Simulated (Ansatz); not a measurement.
System: sulfur monoxide, SO, charge 0, multiplicity 3. 
Geometry from a B3LYP-D3(BJ)/def2-TZVP (Ansatz, a program for electronic structure) optimisation:
```
O
S 1 1.4899
```
Charge 0, spin multiplicity 3.

Quantity: atomisation energy (electronic, to ground-state atoms), in eV. Cores are frozen in the correlated levels unless marked. Open shells are spin-unrestricted. Spin-orbit coupling is left out. No relativistic terms. The coupled-cluster limit lacks core correlation, which all-electron functionals hold. CBS(X,Y): correlation extrapolated as X^-3; Hartree-Fock from the larger set (for Q and 5 zeta extrapolated as (X+1)exp(-9√X)).

```json
[
 {"level": "HF/cc-pV(D+d)Z", "program": "Ansatz", "atomisation energy (eV)": "1.84"},
 {"level": "HF/def2-SVPD", "program": "Ansatz", "atomisation energy (eV)": "1.99"},
 {"level": "HF/cc-pV(T+d)Z", "program": "Ansatz", "atomisation energy (eV)": "2.34"},
 {"level": "B3LYP-D4/def2-TZVPD", "program": "Ansatz + dftd4", "atomisation energy (eV)": "5.50"},
 {"level": "B3LYP/def2-TZVPD", "program": "Ansatz", "atomisation energy (eV)": "5.47"},
 {"level": "PBE0/STO-3G", "program": "Ansatz", "atomisation energy (eV)": "4.66"},
 {"level": "BHLYP/def2-TZVPD", "program": "Ansatz", "atomisation energy (eV)": "4.73"}
]
```

Task: Estimate the value at CCSD(T)/CBS(cc-pV(Q+d)Z,cc-pV(5+d)Z) as computed with Ansatz.

Result: 5.44 eV, so BHLYP/def2-TZVPD differs from it by -0.71 eV.
